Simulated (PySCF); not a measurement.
Level of theory: B3LYP-D3(BJ)/def2-TZVP in PySCF 2.14.0. Isolated molecules, 0 K electronic values unless said otherwise. B3LYP has the VWN-RPA correlation part, as in Gaussian. 

Reference species (SMILES): `[OH+]` (lower triplet) (charge +1, multiplicity 3).

```json
{
 "highest_occupied_spin_orbital": "-25.12 eV"
}
```

Changed species: `[O+]S` (excited triplet) (O, X = mercapto, multiplicity 3; the reference has O, X = H, multiplicity 3).

### Question
Predict the effect on the highest occupied spin orbital.

### Answer
the highest occupied spin orbital rises by 9.07 eV, to -16.05 eV.
